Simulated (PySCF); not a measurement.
**Vertical excitation energies**

C4H5PS.
InChI=1S/C4H5PS/c1-4-2-6-3-5-4/h2-3H,1H3

Theory: TDDFT CAM-B3LYP/def2-SVPD, vertical, gas phase, core orbitals frozen in the response (PySCF 2.14.0, density-fitted response routines). Isolated species at its GFN2-xTB geometry, gas phase.

```tsv
state	E (eV)	E (kJ/mol)	λ (nm)	f	|μ| (D)	symmetry	main configurations (H = HOMO, L = LUMO)
S1	4.98	481	248.7	0.119	2.51	A′	H→L (79%), H-1→L (11%)
S2	5.19	500	239.1	0.030	1.24	A′	H-1→L (80%), H→L (12%)
S3	5.33	515	232.4	0.0080	0.63	A″	H-2→L (98%)
S4	5.75	555	215.5	0.0003	0.13	–	H→L+1 (74%), H→L+5 (11%)
S5	6.24	602	198.6	0.112	2.17	A′	H→L+2 (87%)
S6	6.25	603	198.3	0.0017	0.27	–	H-1→L+1 (81%)
S7	6.62	639	187.3	0.0006	0.15	–	H→L+3 (78%), H→L+6 (9%)
S8	6.84	660	181.1	0.175	2.60	A′	H-1→L+2 (76%), H-2→L+1 (12%)
```

Triplets (Tamm–Dancoff): T1 3.07 eV, H→L (83%), H-1→L (13%); T2 3.98 eV, H-1→L (74%), H→L (14%), H-1→L+2 (9%); T3 4.52 eV, H-2→L (93%).

The lowest singlet comes at 249 nm (481 kJ/mol) in the ultraviolet; it is of moderate strength; its leading configuration is HOMO→LUMO (79%). The strongest level in the table is S8 at 6.84 eV (181 nm, f = 0.175). It is the last of those listed, so stronger ones may follow. Löwdin shares by element: HOMO phosphorus 32%, carbon 31% or more, sulfur 25%; LUMO carbon 36% or more, phosphorus 32%, sulfur 20%. Weighted by f, the mean energy of these states is 6.06 eV. The listed states span 1.86 eV, and the widest gap between neighbours is 0.49 eV (S4 to S5). Orbital energies (eV): HOMO-3 -11.19, HOMO-2 -9.22, HOMO-1 -8.45, HOMO -8.01, LUMO -0.25, LUMO+1 1.03, LUMO+2 1.31. No computed singlet lies in the visible range (380 to 750 nm); the lowest, at 249 nm, stands 1.72 eV above its violet end (3.26 eV); a Tamm–Dancoff triplet lies at 404 nm, without intensity as long as spin–orbit coupling is left out. Symmetry labels in Cs follow from the direction of the transition dipole and are given only for states with f of 0.002 or more. The window holds the lowest 8 singlets.

On one thread, Arm Neoverse V1 (aarch64), no GPU, shared host with 32 logical CPUs at a one-minute load of 17, this took 23 s and 0.73 GiB of memory at its peak.
